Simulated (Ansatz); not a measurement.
Geometry optimisation, Ansatz 0.2.0, RKS B3LYP/def2-SVP.

The input (input.yaml):

```yaml
crystal:
  periodic: [false, false, false]
  atoms:
    - { symbol: B, position_ang: [-0.104, -0.0078, -0.0595] }
    - { symbol: Cl, position_ang: [1.4417, -0.3917, 0.7414] }
    - { symbol: H, position_ang: [-1.1714, -0.5398, 0.2112] }
    - { symbol: H, position_ang: [-0.1108, 0.879, -0.9134] }
basis:
  gaussian: { orbitals: def2-SVP }
hamiltonian:
  xc: b3lyp
relax:
  f_tol: 0.02
  max_steps: 40
```

Command:

```bash
$ ansatz run input.yaml --threads 1 --pin off --max-ram 2048MiB --backend cpu --events-out ev --progress --plain --runs-dir out
```

Task: Where does it end, and by what steps?

Result: The forces met the threshold. After 4 steps the energy has fallen by 0.065 eV; H3 moved furthest, 0.07 Å.

| step | energy less start (eV) | largest force component (eV/Å) | accepted |
| --- | --- | --- | --- |
| 0 | 0.0000 | 0.921 | yes |
| 1 | -0.0438 | 0.391 | yes |
| 2 | -0.0607 | 0.212 | yes |
| 3 | -0.0654 | 0.023 | yes |
| 4 | -0.0655 | 0.002 | yes |

```xyz
4
Properties=species:S:1:pos:R:3
B -0.117 0.022 -0.075
Cl 1.376 -0.398 0.727
H -1.116 -0.564 0.242
H -0.088 0.880 -0.914
```

Whether the end is a true minimum wasn't checked by a vibrational analysis.

The run took 4.5 s on 1 thread of Arm Neoverse V1 (shared host), peak memory 0.1 GiB.
